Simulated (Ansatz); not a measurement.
# C2H4F: the cost of one run

Method: CAM-B3LYP-D4/pcseg-2, unrestricted; program: Ansatz 0.2.0, Gaussian basis.

## (1) Where the work starts

The start, a first-order saddle point found at PBE0-D4 in triple zeta: 7 atoms, charge 0, spin multiplicity 2.

Atoms are counted from 1 here; the program's logs count them from 0.

Bond lengths: C1–C2 1.325 Å, C1–H5 1.081 Å, C1–H6 1.082 Å, C2–F3 1.333 Å, C2–H7 1.084 Å. Angles: C2–C1–H5 119.2°, C2–C1–H6 121.3°, H5–C1–H6 119.1°, C1–C2–F3 122.0°, C1–C2–H7 125.7°, F3–C2–H7 112.3°.

As a file:

```xyz
7
C2H4F
C     0.18451   -0.36428    0.43008
C    -0.00543   -0.08366   -0.85060
F     0.84445    0.67794   -1.54035
H    -0.73848    1.23469    1.52491
H    -0.51195   -1.01826    0.93535
H     1.07935   -0.04680    0.94905
H    -0.85254   -0.39963   -1.44854
```

## (2) Dynamics

Input file md/in.yaml:

```yaml
crystal:
  periodic: [false, false, false]
  atoms:
    - {symbol: C, position_ang: [0.184513, -0.364282, 0.430077]}
    - {symbol: C, position_ang: [-0.005435, -0.083664, -0.850604]}
    - {symbol: F, position_ang: [0.844446, 0.677941, -1.540347]}
    - {symbol: H, position_ang: [-0.738482, 1.234689, 1.524909]}
    - {symbol: H, position_ang: [-0.511946, -1.018264, 0.935350]}
    - {symbol: H, position_ang: [1.079346, -0.046795, 0.949054]}
    - {symbol: H, position_ang: [-0.852542, -0.399626, -1.448540]}
basis:
  gaussian: {orbitals: pcseg-2}
magnetization: {spin_polarized: true, initial_magnetization: 1}
hamiltonian: {xc: {name: CAM-B3LYP}, dispersion: d4}
md: {n_steps: 60, timestep: 0.5, temperature: 1500, ensemble: nve, seed: 290, initial_velocities: maxwell_boltzmann}
```

Started as:

```sh
> ansatz run in.yaml --threads 2 --pin off --events-out ev --progress --plain --max-ram 4352MiB
```

**Question.** How long does this run take on 2 threads of Arm Neoverse V2, shared host?

About 3.2 min.
